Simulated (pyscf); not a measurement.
Substitution at Si: H₃C–SiH₂–Cl + H• → H₃C–SiH₂–Cl + H•

Gas phase, doublet surface, charge 0. Bonds broken: Si2–H8. Bonds formed: Si2–H9. Single points on ωB97X-D3(BJ)/def2-SVP structures (PySCF, gas phase).

Transition state (Å):

```xyz
9

C     -1.5707     0.7115     0.3497
Si    -0.2955    -0.1759    -0.6888
Cl    -1.0409    -1.9879    -1.4410
H     -2.4796     0.9267    -0.2310
H     -1.8478     0.0834     1.2104
H     -1.1617     1.6610     0.7312
H      0.8043    -0.6906     0.1916
H      0.7642     0.8599    -1.3338
H     -0.5634     0.5062    -2.1447
```

One imaginary mode, 455i cm⁻¹; descent along it reached the two sides named.

```json
[
 {"bond": "Si2–H8", "change": "breaks", "reactant side (Å)": "1.488", "saddle": "1.616", "product side": "3.6"},
 {"bond": "Si2–H9", "change": "forms", "reactant side (Å)": "3.9", "saddle": "1.630", "product side": "1.488"}
]
```

Electronic energies relative to the separated reactants (kJ/mol):

| level | barrier | reaction energy | reverse barrier |
|---|---|---|---|
| ωB97X-D3(BJ)/def2-TZVP | 50.3 | 0.0 | 50.3 |
| PBE/def2-TZVP | 25.4 | 0.0 | 25.4 |
| r²SCAN/def2-TZVP | 23.3 | 0.0 | 23.3 |
| B3LYP-D3(BJ)/def2-TZVP | 34.5 | 0.0 | 34.5 |
| PBE0-D3(BJ)/def2-TZVP | 35.7 | 0.0 | 35.7 |
| M06-2X/def2-TZVP | 54.6 | 0.0 | 54.6 |
| ωB97M-D3(BJ)/def2-TZVP | 49.7 | 0.0 | 49.7 |
| HF/def2-TZVP | 117.1 | 0.0 | 117.1 |

With ωB97M-D3(BJ)/def2-TZVP energies and thermal terms (ideal gas, 1 atm, RRHO with modes under 100 cm⁻¹ raised to 100, one conformer, R ln 2 for chiral ones without a mode under 150 cm⁻¹), in kJ/mol:

```tsv
T (K)	ΔH‡	ΔG‡	ΔH	ΔG
298	49.9	79.2	0.0	0.0
600	46.9	110.2	0.0	0.0
900	45.2	142.2	0.0	0.0
1200	43.9	174.8	0.0	0.0
```

The same reactants have a lower exit, to H₃C–SiH•–Cl + H₂ (barrier +20.1 kJ/mol at ωB97M-D3(BJ)/def2-TZVP, against +49.7 kJ/mol here). One saddle was located; it need not be the lowest between these sides. The angle at the attacked Si is 59° (front-side attack).
